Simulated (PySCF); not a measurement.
## Core-level binding energies of `S=CS`

Compound: CH2S2.
Numbering: `[S:1]=[CH:2][SH:3]`

Computed with PySCF, delta-SCF UKS SCAN, pcX-2 on the ionised atom, pcseg-1 elsewhere, spin-free X2C. Vertical ΔSCF values, vacuum level as zero.

**Question.** What binding energy does each computed site have?

**Answer.** 
```json
{"atom(s)": "S1", "bonded to": "C (double bond)", "level": "S 1s", "binding energy (eV)": "2476.64", "above the level's lowest (eV)": "0.00", "count": "1"}
{"atom(s)": "C2", "bonded to": "S (double bond), S and H", "level": "C 1s", "binding energy (eV)": "292.79", "above the level's lowest (eV)": "0.00", "count": "1"}
{"atom(s)": "S3", "bonded to": "C and H", "level": "S 1s", "binding energy (eV)": "2478.44", "above the level's lowest (eV)": "+1.80", "count": "1"}
```

Lowest listed S 1s: S1, bonded to C (double bond). Highest, 1.80 eV above it: S3, bonded to C and H. Summing the Pauling electronegativity differences to the bonded atoms, each weighted by its formal bond order, gives -0.06 for the lowest site and -0.41 for the highest; the largest sum, -0.06, belongs to S1, 1.80 eV below the top. The smallest sum, -0.41, belongs to S3, 1.80 eV above the lowest.

**Question.** Which effective nuclear charge Zeff reproduces each element's mean 1s value in the hydrogen-like formula E = 13.606 eV × Zeff²?

**Answer.** C (Z = 6): mean 292.8 eV, Zeff = 4.64, Z − Zeff = 1.36; S (Z = 16): mean 2477.5 eV, Zeff = 13.49, Z − Zeff = 2.51. Means run over the listed sites, weighted by atom count.

**Question.** Give the binding energy of S 1s of S1 in hartree and in kJ/mol.

**Answer.** 2476.64 eV = 91.0148 Eh = 238959 kJ/mol.

Not every level is listed. The unrestricted hole states depart most from a pure doublet (⟨S²⟩ = 0.75; over 0.85 named) for C 1s of C2 (0.92), which makes this value less certain. Isolated species at its PBE0-D3(BJ)/def2-SVP geometry (one conformer only).

Shape of the structure used: `[S:1]=[CH:2][SH:3]`: H–S3–C2–S1 0°.
